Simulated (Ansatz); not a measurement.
For fcc Sr, BLYP in Ansatz (plane waves, PAW) gives:

- lattice constant a = 6.078 Å
- bulk modulus = 10.5 GPa
- cohesive energy = 0.87 eV/atom

**Question.** What does PBE0 (PAW; Ansatz, a quantum-chemistry and plane-wave program) give for the same quantities?

**Answer.** 
- lattice constant a: 6.120 Å (rises by 0.7 %)
- bulk modulus: 10.7 GPa (hardly moves)
- cohesive energy: 1.54 eV/atom (grows by 0.67 eV/atom)

For comparison: lattice constant a 6.045 Å (measured, low-temperature or extrapolated to 0 K; zero-point anharmonic expansion removed; as tabulated in Csonka et al. (2009), arXiv:0903.4037); bulk modulus 12.5 GPa (measured, corrected for temperature and zero-point phonon effects, our sources range from 12.0 to 12.5; as tabulated in Levämäki et al. (2014), arXiv:1402.3671); cohesive energy 1.73 eV/atom (measured, static lattice: zero-point vibration energy added; as tabulated in Mejia-Rodriguez and Trickey (2018), arXiv:1807.09216).

Changes are worked out from the printed values.

Unless a cell is named, each level is at its own relaxed cell (BLYP 56.14, PBE0 57.31 Å³/atom).

Ansatz's density-functional and Hartree–Fock values are scalar-relativistic unless marked +SOC, with PAW data made under PBE.
